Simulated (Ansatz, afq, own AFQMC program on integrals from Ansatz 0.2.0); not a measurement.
## Ge, triplet: AFQMC among the cluster methods

A free Ge atom.

Basis aug-cc-pVTZ. Noble-gas cores (and the filled d shells of Ga–Kr and In–Xe) are frozen. Integrals, coupled cluster, full CI and functionals: Ansatz 0.2.0; the random walks run on the same integrals in our own AFQMC program. ph-AFQMC/CISD is guided by a CISD state made of CCSD amplitudes; releasing the constraint for a short imaginary time cuts its bias at the price of noise, slowly where states lie close. Free AFQMC starts from the CCSD state and is never constrained. Its projection time is finite, and what remains of the start isn't in its error. ± is one standard error of the sampling. No spin–orbit coupling.

Determinant: UHF, the one that the program's search chose, which needn't be the lowest solution.

Full CI on the same integrals is exact in this basis and with this determinant's frozen core.

Cautions: no relativity below Rb; no spin-orbit coupling; inner d shell frozen.

The T1 diagnostic is 0.0095 and the weight of the determinant in the CISD state is 0.944. The ⟨S²⟩ of the determinant is 2.011. The size of the correlated space is 4 electrons in 45 orbitals.

Reference: full CI, correlation energy -1.852 eV. The released energy is read at 1.50 1/Eh (meV from the phaseless value at times in 1/Eh: -1.9 ± 0.8 at 0.24, -4.1 ± 1.9 at 0.50, -5.7 ± 2.0 at 1.00, -4.2 ± 0.6 at 1.50).

```tsv
level	E − E(reference) (mEh)	share of correlation (%)
HF	68.06	0.00
MP2	17.38	74.47
CCSD	2.55	96.25
CCSD(T)	0.60	99.12
CCSDT	0.05	99.93
CCSDT(Q)	0.01	99.99
ph-AFQMC/HF	2.13 ± 0.30	96.87
ph-AFQMC/CISD	0.21 ± 0.03	99.69
released AFQMC	0.06 ± 0.02	99.92
free AFQMC	0.01 ± 0.02	99.99
```

CCSDT and higher add their correlation energy to the determinant of the CCSD(T) run, since their own runs factorise the integrals more tightly (a shift of under 2 meV). Free projections are given only where their last times agree within the noise and don't stop above the reference; a slow remainder of the start can still hide under it. A walk keeps the symmetry of its determinant, which the program's search chose and which needn't be the lowest solution, so a lower state of the same spin and another symmetry isn't excluded. Released energies are given only where the last usable release times agree within the noise; a slower fall can still hide under it.
